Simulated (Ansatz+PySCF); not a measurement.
Two shapes of doublet N₂H₄(+).

Shape 1:

```xyz
6

N    -0.0299    0.0000    0.6535
N     0.0299    0.0000   -0.6535
H     0.0085   -0.8807    1.1529
H     0.0085    0.8807    1.1529
H    -0.0085   -0.8807   -1.1529
H    -0.0085    0.8807   -1.1529
```

Shape 2:

```xyz
6

N    -0.0299    0.0000    0.6535
N     0.0299    0.0000   -0.6535
H     0.0077   -0.8633    1.1430
H     0.0077    0.8633    1.1430
H    -0.0077   -0.8633   -1.1430
H    -0.0077    0.8633   -1.1430
```

Basis set: cc-pVTZ (spherical functions). Left uncorrelated: 2 orbitals. Correlation on ROHF uses semicanonical orbitals with singles. Charge 1, multiplicity 2.

Computed with Ansatz (development build ahead of 0.2.0) and PySCF 2.14.0; each method stands on the lowest determinant of its kind that the runs found.

Problem. Which shape is lower in energy, and by how much in each method?

Solution.

```json
{"method": "ROHF", "E(2) − E(1) (eV)": "-0.020"}
{"method": "UHF", "E(2) − E(1) (eV)": "-0.018"}
{"method": "ROHF-CCSD(T)", "E(2) − E(1) (eV)": "0.030"}
```

The methods disagree on the order.
